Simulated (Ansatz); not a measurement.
Molecule: AlF3, net charge 0, singlet state. 
Coordinates optimised at B3LYP-D3(BJ)/def2-TZVP (Ansatz, a quantum-chemistry and plane-wave program):
SMILES: [F][Al]([F])[F]
```xyz
4

Al     0.0000     0.0000     0.0000
F     -0.0003     1.6340     0.0254
F      1.4150    -0.8162    -0.0451
F     -1.4147    -0.8178     0.0197
```
Charge 0, spin multiplicity 1.

CCSD(T) with Ansatz in growing basis sets, 24 correlated electrons. Cores are frozen in the correlated levels unless marked. Open shells are spin-unrestricted. No spin-orbit coupling. Non-relativistic. Costs are ratios of core time to the smallest set, on shared machines of one kind, and rough; they hold the program's checks for lower states.

```
basis        functions  cost over smallest  E(corr) (Eh)  electronic atomisation energy (kcal/mol)
-----------  ---------  ------------------  ------------  ----------------------------------------
cc-pV(T+d)Z        129                  1×       -0.8505                                     413.3
cc-pV(Q+d)Z        229                  5×             ?                                         ?
```

### Question
What does the step to cc-pV(Q+d)Z buy, and how does its cost grow by formal scaling?

### Answer
Formally CCSD grows as o²v⁴ and (T) as o³v⁴; with o = 12 and v going from 109 to 209 both grow 14-fold in the last step, while integrals and the mean field grow more slowly. That step adds 77.1 mEh of correlation energy and 12.5 kcal/mol to the atomisation energy. Row: E(corr) (Eh) -0.9276, electronic atomisation energy (kcal/mol) 425.8.
